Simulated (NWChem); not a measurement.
nitrogen (N₂); SMILES N#N

```xyz
2

N      0.0000     0.0000     0.5447
N      0.0000     0.0000    -0.5447
```
Atoms are numbered in this order, from 1.

Computed with NWChem. Geometry: optimised at PBE0-D3(BJ)/def2-TZVP. Level: M05-2X/def2-SVP with COSMO at NWChem's default radii, gas-phase geometry; the question gives the dielectric constant.

**Question.** What does the run give for dielectric constant 3.9? Quantities: electrostatic solvation energy (kcal/mol).

**Answer.** 
```
Quantity                                   Value
-----------------------------------------  -----
electrostatic solvation energy (kcal/mol)   -0.3
```
